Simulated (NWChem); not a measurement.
Everything below was run with NWChem. System: CH$_{4}$, charge 1, spin multiplicity 2, at the geometry of a parent with another charge or spin, in a state set for the comparison that need not be this species' ground state. Its SCF solution wasn't tested for a lower state. Level: UB3LYP/def2-TZVP, VWN1-RPA local correlation.

Output (cleaned and shortened):

```
             Northwest Computational Chemistry Package (NWChem) 7.3.0
             --------------------------------------------------------

                                NWChem Input Module
                                -------------------

 Scaling coordinates for geometry "geometry" by  1.889725989
 (inverse scale =  0.529177249)

 Turning off AUTOSYM since
 SYMMETRY directive was detected!

                             Geometry "geometry" -> ""
                             -------------------------

 Output coordinates in angstroms (scale by  1.889725989 to convert to a.u.)

  No.       Tag          Charge          X              Y              Z
 ---- ---------------- ---------- -------------- -------------- --------------
    1 C                    6.0000     0.00000000     0.00000000     0.00000000
    2 H                    1.0000     0.00000000     0.89658500     0.63398000
    3 H                    1.0000     0.00000000    -0.89658500     0.63398000
    4 H                    1.0000    -0.89658600     0.00000000    -0.63397900
    5 H                    1.0000     0.89658600     0.00000000    -0.63397900

 Effective nuclear repulsion energy (a.u.)      13.3364408017

            Nuclear Dipole moment (a.u.)
            ----------------------------
        X                 Y               Z
 ---------------- ---------------- ----------------
     0.0000000000     0.0000000000     0.0000037795

      Symmetry information
      --------------------

 Group name             C2v
 Group number             16
 Group order               4
 No. of unique centers     3

      Symmetry unique atoms

     1    2    4


 Summary of "ao basis" -> "" (spherical)
 ------------------------------------------------------------------------------
       Tag                 Description            Shells   Functions and Types
 ---------------- ------------------------------  ------  ---------------------
 *                         def2-tzvp                  on all atoms

                                 NWChem DFT Module
                                 -----------------

 Summary of "ao basis" -> "ao basis" (spherical)
 ------------------------------------------------------------------------------
       Tag                 Description            Shells   Functions and Types
 ---------------- ------------------------------  ------  ---------------------
 C                         def2-tzvp                11       31   5s3p2d1f
 H                         def2-tzvp                 4        6   3s1p

 Summary of "ao basis" -> "ao basis" (spherical)
 ------------------------------------------------------------------------------
       Tag                 Description            Shells   Functions and Types
 ---------------- ------------------------------  ------  ---------------------
 C                         def2-tzvp                11       31   5s3p2d1f
 H                         def2-tzvp                 4        6   3s1p

      Symmetry analysis of basis
      --------------------------

        a1         24
        a2          5
        b1         13
        b2         13

            General Information
            -------------------
          SCF calculation type: DFT
          Wavefunction type:  spin polarized.
          No. of atoms     :     5
          No. of electrons :     9
           Alpha electrons :     5
            Beta electrons :     4
          Charge           :     1
          Spin multiplicity:     2
          Use of symmetry is: on ; symmetry adaption is: on
          Maximum number of iterations: 100
          AO basis - number of functions:    55
                     number of shells:    27
          Convergence on energy requested:  1.00D-06
          Convergence on density requested:  1.00D-05
          Convergence on gradient requested:  5.00D-04

              XC Information
              --------------
                         B3LYP Method XC Potential
                     Hartree-Fock (Exact) Exchange  0.200
                        Slater Exchange Functional  0.800 local
                    Becke 1988 Exchange Functional  0.720 non-local
              Lee-Yang-Parr Correlation Functional  0.810
[...]
    14      1.227072  1 C  pz                34     -1.207614  2 H  s
    40     -1.207614  3 H  s                 46      1.207607  4 H  s
    52      1.207607  5 H  s                 11      0.328289  1 C  pz
     8      0.295920  1 C  pz                33     -0.145472  2 H  s
    39     -0.145472  3 H  s                 45      0.145473  4 H  s

 Vector    8  Occ=0.000000D+00  E=-1.520294D-01  Symmetry=b2
              MO Center=  1.3D-16,  2.1D-15,  5.2D-01, r^2= 3.3D+00
   Bfn.  Coefficient  Atom+Function         Bfn.  Coefficient  Atom+Function
  ----- ------------  ---------------      ----- ------------  ---------------
    34      1.766518  2 H  s                 40     -1.766518  3 H  s
    13     -1.395515  1 C  py                10     -0.286087  1 C  py
     7     -0.281884  1 C  py                33      0.207842  2 H  s
    39     -0.207842  3 H  s                 21      0.105889  1 C  d -1
    32      0.087768  2 H  s                 38     -0.087768  3 H  s

                     DFT Final Beta Molecular Orbital Analysis
                     -----------------------------------------

 Vector    2  Occ=1.000000D+00  E=-1.036480D+00  Symmetry=a1
              MO Center= -2.8D-15,  1.2D-16,  5.6D-07, r^2= 9.4D-01
   Bfn.  Coefficient  Atom+Function         Bfn.  Coefficient  Atom+Function
  ----- ------------  ---------------      ----- ------------  ---------------
     4      0.377536  1 C  s                  3      0.339189  1 C  s
     2     -0.210074  1 C  s                  1     -0.098995  1 C  s
    33      0.084346  2 H  s                 39      0.084346  3 H  s
    45      0.084346  4 H  s                 51      0.084346  5 H  s
    32      0.083713  2 H  s                 38      0.083713  3 H  s

 Vector    3  Occ=1.000000D+00  E=-7.388879D-01  Symmetry=b1
              MO Center=  1.7D-15, -2.0D-16, -2.6D-01, r^2= 1.1D+00
   Bfn.  Coefficient  Atom+Function         Bfn.  Coefficient  Atom+Function
  ----- ------------  ---------------      ----- ------------  ---------------
     6      0.361697  1 C  px                 9      0.275716  1 C  px
    45     -0.205762  4 H  s                 51      0.205762  5 H  s
    44     -0.149272  4 H  s                 50      0.149272  5 H  s
    12      0.101202  1 C  px                46     -0.035388  4 H  s
    52      0.035388  5 H  s

 Vector    4  Occ=1.000000D+00  E=-7.388877D-01  Symmetry=b2
              MO Center=  2.8D-17, -4.5D-16,  2.6D-01, r^2= 1.1D+00
   Bfn.  Coefficient  Atom+Function         Bfn.  Coefficient  Atom+Function
  ----- ------------  ---------------      ----- ------------  ---------------
     7      0.361697  1 C  py                10      0.275716  1 C  py
    33      0.205762  2 H  s                 39     -0.205762  3 H  s
    32      0.149272  2 H  s                 38     -0.149272  3 H  s
    13      0.101202  1 C  py                34      0.035388  2 H  s
    40     -0.035388  3 H  s

 Vector    5  Occ=0.000000D+00  E=-6.443528D-01  Symmetry=a1
              MO Center=  1.6D-15, -3.7D-16, -9.1D-08, r^2= 1.3D+00
   Bfn.  Coefficient  Atom+Function         Bfn.  Coefficient  Atom+Function
  ----- ------------  ---------------      ----- ------------  ---------------
     8      0.329864  1 C  pz                11      0.252841  1 C  pz
    33      0.156822  2 H  s                 39      0.156822  3 H  s
    45     -0.156822  4 H  s                 51     -0.156822  5 H  s
    14      0.113544  1 C  pz                32      0.108582  2 H  s
    38      0.108582  3 H  s                 44     -0.108582  4 H  s

 Vector    6  Occ=0.000000D+00  E=-1.902075D-01  Symmetry=a1
              MO Center=  9.1D-15,  1.9D-14,  5.5D-07, r^2= 4.7D+00
   Bfn.  Coefficient  Atom+Function         Bfn.  Coefficient  Atom+Function
  ----- ------------  ---------------      ----- ------------  ---------------
     5      2.855384  1 C  s                 34     -1.175189  2 H  s
    40     -1.175189  3 H  s                 46     -1.175189  4 H  s
    52     -1.175189  5 H  s                  4      0.400930  1 C  s
     3      0.283410  1 C  s                  2     -0.134405  1 C  s
     1     -0.060914  1 C  s                 32     -0.025848  2 H  s

 Vector    7  Occ=0.000000D+00  E=-1.374953D-01  Symmetry=b1
              MO Center= -7.7D-15, -1.9D-19, -6.2D-01, r^2= 3.5D+00
   Bfn.  Coefficient  Atom+Function         Bfn.  Coefficient  Atom+Function
  ----- ------------  ---------------      ----- ------------  ---------------
    46      1.867106  4 H  s                 52     -1.867106  5 H  s
    12      1.391181  1 C  px                 6      0.274447  1 C  px
     9      0.268459  1 C  px                45      0.155822  4 H  s
    51     -0.155822  5 H  s                 23     -0.098524  1 C  d  1
    44      0.080874  4 H  s                 50     -0.080874  5 H  s

   alpha - beta orbital overlaps
   -----------------------------

   alpha      1      2      3      4      5      6      7      8      9     10
    beta      1      2      5      3      4      6      9      8      7     12
 overlap   1.000  0.999  0.998  0.999  0.999  0.999  0.990  0.997  0.997  0.993

   alpha     11     12     13     14     15     16     17     18     19     20
    beta     11     10     13     16     14     15     17     19     18     21
 overlap   0.997  0.997  0.995  0.996  0.999  0.999  0.989  0.993  1.000  1.000

   alpha     21     22     23     24     25     26     27     28     29     30
    beta     22     20     25     23     24     26     27     28     29     30
 overlap   1.000  0.999  0.999  1.000  1.000  1.000  1.000  1.000  1.000  1.000

   alpha     31     32     33     34     35     36     37     38     39     40
    beta     33     31     32     36     34     35     37     38     40     41
 overlap   1.000  1.000  1.000  1.000  1.000  1.000  1.000  1.000  1.000  1.000

   alpha     41     42     43     44     45     46     47     48     49     50
    beta     39     43     42     44     46     47     45     49     50     48
 overlap   1.000  0.986  1.000  0.986  0.994  0.994  1.000  0.994  0.994  1.000

   alpha     51     52     53     54     55
    beta     51     52     53     54     55
 overlap   1.000  1.000  1.000  1.000  1.000

     --------------------------
     Expectation value of S2:
     --------------------------
      <S2> =      0.7534 (Exact =     0.7500)

 center of mass
 --------------
 x =   0.00000000 y =   0.00000000 z =   0.00000024

 moments of inertia (a.u.)
 ------------------
          11.572427581519           0.000000000000           0.000000000000
           0.000000000000          11.572440488792           0.000000000000
           0.000000000000           0.000000000000          11.572473955133

     Multipole analysis of the density
     ---------------------------------

     L   x y z        total         alpha         beta         nuclear
     -   - - -        -----         -----         ----         -------
     0   0 0 0      1.000000     -5.000000     -4.000000     10.000000

     1   1 0 0      0.000000      0.000000     -0.000000      0.000000
     1   0 1 0     -0.000000     -0.000000     -0.000000      0.000000
     1   0 0 1      0.000001     -0.000002     -0.000002      0.000004

     2   2 0 0     -3.811176     -5.243891     -4.308603      5.741318
     2   1 1 0     -0.000000     -0.000000     -0.000000      0.000000
     2   1 0 1     -0.000000     -0.000000     -0.000000      0.000000
     2   0 2 0     -3.811183     -5.243887     -4.308601      5.741305
     2   0 1 1     -0.000000      0.000000     -0.000000      0.000000
     2   0 0 2     -2.857146     -5.389323     -3.209095      5.741272

 Task  times  cpu:        1.5s     wall:        1.5s

 Total times  cpu:        1.5s     wall:        1.5s
```

Task: Write an NWChem input that would produce this output.

Result: This is not unique; one that fits is 
```
start mol
memory heap 200 mb stack 800 mb global 1000 mb
charge 1
geometry units angstroms nocenter noautoz
  C      0.000000     0.000000    -0.000000
  H      0.000000     0.896585     0.633980
  H      0.000000    -0.896585     0.633980
  H     -0.896586     0.000000    -0.633979
  H      0.896586     0.000000    -0.633979
  symmetry group C2v
end
basis spherical
  * library def2-tzvp
end
dft
  xc b3lyp
  odft
  mult 2
  semidirect memsize 60000000 filesize 0
  iterations 100
end
task dft energy
```
